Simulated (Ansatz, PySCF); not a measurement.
System: C3H7O, charge 0, multiplicity 2. It need not be the lowest isomer of its formula. SMILES: O(C[CH2])C
Coordinates optimised at B3LYP-D3(BJ)/def2-TZVP (Ansatz, a quantum-chemistry and plane-wave program):
```
C
H 1 1.1047
H 1 1.1081 2 105.45
O 1 1.4131 2 110.22 3 118.14
C 4 1.4094 1 112.77 2 -59.07
H 5 1.0887 4 107.35 1 -179.82
H 5 1.0980 6 109.01 4 120.90
H 5 1.0981 6 109.05 7 118.19
C 1 1.4753 2 110.77 3 -119.93
H 9 1.0796 1 119.91 2 -136.11
H 9 1.0802 10 119.77 1 174.62
```
Charge 0, spin multiplicity 2.

Quantity: atomisation energy (electronic, to ground-state atoms), in kJ/mol. Correlated levels leave the core frozen unless marked. Open shells are spin-unrestricted. Spin-orbit coupling is left out. No relativistic terms. The coupled-cluster limit lacks core correlation, which all-electron functionals hold. Basis-set limits of correlation are two-point, X^-3; Hartree-Fock from the larger set. The bracket is a focal-point correction in the basis named.

| level | program | atomisation energy (kJ/mol) |
|---|---|---|
| HF/cc-pVTZ | Ansatz | 3045.6 |
| HF-D4/def2-TZVPD | PySCF + dftd4 | 3100.4 |
| revPBE-D3(BJ)/def2-TZVPD | Ansatz + dftd3 | 4103.8 |
| M06-2X/def2-TZVPD | PySCF | 4123.2 |
| B2PLYP-D3(BJ)/def2-TZVPD | Ansatz + dftd3 | 4085.1 |
| B2PLYP-D4/def2-TZVPD | Ansatz + dftd4 | 4083.7 |
| SCS-MP2/6-31G* | Ansatz | 3764.7 |
| SCS-MP2/aug-cc-pVDZ | Ansatz | 3884.2 |
| CCSD(T)/STO-3G | Ansatz | 4140.4 |
| RI-MP2/CBS(cc-pVTZ,cc-pVQZ)+[CCSD(T)-MP2]/cc-pVDZ | Ansatz | 4128.5 |
